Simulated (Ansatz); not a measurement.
**C₂H₃F₃O: a ladder of functionals and wavefunction methods**

The task here is to estimate one member of a computed series from the others.

Computed with Ansatz 0.2.0, Gaussian basis. Level: functionals in def2-TZVPP, the program's frozen cores in correlated methods.

Plan: PBE-D4, r2SCAN-D4, PBE0-D4, B3LYP-D4, ωB97X-V, ωB97M-V, B2PLYP; CCSD(T)/def2-TZVPP; MP2/def2-QZVPP; extrapolation to the limit.

### Structure used throughout

An earlier PBE0-D4 in a triple-zeta def2 set relaxation fixed the geometry.

SMILES `FCOC(F)F`, 9 atoms, charge 0, spin multiplicity 1.

Atoms are counted from 1 here; the program's logs count them from 0.

Bond lengths: F1–C2 1.372 Å, C2–O3 1.385 Å, C2–H7 1.094 Å, C2–H8 1.089 Å, O3–C4 1.368 Å, C4–F5 1.354 Å, C4–F6 1.332 Å, C4–H9 1.094 Å. Angles: F1–C2–O3 110.3°, F1–C2–H7 107.6°, F1–C2–H8 108.6°, O3–C2–H7 111.8°, O3–C2–H8 106.5°, H7–C2–H8 112.0°, C2–O3–C4 115.2°, O3–C4–F5 110.3°, O3–C4–F6 106.7°, O3–C4–H9 113.4°, F5–C4–F6 108.0°, F5–C4–H9 108.2°, F6–C4–H9 110.1°.

Set-up of the first run:

File in.yaml:

```yaml
crystal:
  periodic: [false, false, false]
  atoms:
    - {symbol: F, position_ang: [0.746264, -1.761020, -0.060614]}
    - {symbol: C, position_ang: [0.195313, -0.785990, -0.852536]}
    - {symbol: O, position_ang: [-0.778868, -0.092395, -0.154250]}
    - {symbol: C, position_ang: [-0.310926, 0.761575, 0.807023]}
    - {symbol: F, position_ang: [0.308866, 1.819660, 0.232977]}
    - {symbol: F, position_ang: [-1.374617, 1.216759, 1.466285]}
    - {symbol: H, position_ang: [1.005894, -0.129160, -1.180551]}
    - {symbol: H, position_ang: [-0.307621, -1.262873, -1.692733]}
    - {symbol: H, position_ang: [0.389595, 0.291044, 1.503299]}
basis:
  gaussian: {orbitals: def2-TZVPP}
hamiltonian: {xc: pbe, dispersion: d4}
output: {forces: true, orbitals: {seedname: orbitals}}
```

The run is started by

```console
ansatz run in.yaml --threads 4 --pin off --events-out ev --progress --plain --max-ram 10444MiB
```

Among the steps run: PBE-D4 (GGA); r2SCAN-D4 (meta-GGA); PBE0-D4 (hybrid); B3LYP-D4 (hybrid); ωB97X-V (range-separated); ωB97M-V (range-separated); B2PLYP (double hybrid); CCSD(T) in def2-TZVPP; MP2 in def2-QZVPP.

One table of the session follows, with a row left open; its other results are not shown here.

It belongs to the step «Atomisation energies». 

| method | atomisation energy (kJ/mol) |
| --- | --- |
| PBE-D4 | 3688.8 |
| r2SCAN-D4 | 3564.3 |
| PBE0-D4 | ? |
| B3LYP-D4 | 3525.2 |
| ωB97X-V | 3557.8 |
| ωB97M-V | 3558.6 |
| B2PLYP | 3504.4 |
| HF/def2-TZVPP | 2427.5 |
| MP2/def2-TZVPP | 3578.4 |
| CCSD/def2-TZVPP | 3376.7 |
| CCSD(T)/def2-TZVPP | 3446.7 |
| MP2/CBS | 3676.2 |
| CCSD(T)/CBS | 3544.6 |

Estimate the missing values for PBE0-D4.

As computed: atomisation energy (kJ/mol): 3557.6. In the column «atomisation energy (kJ/mol)» it lies between CCSD(T)/CBS (3544.6) and ωB97X-V (3557.8).
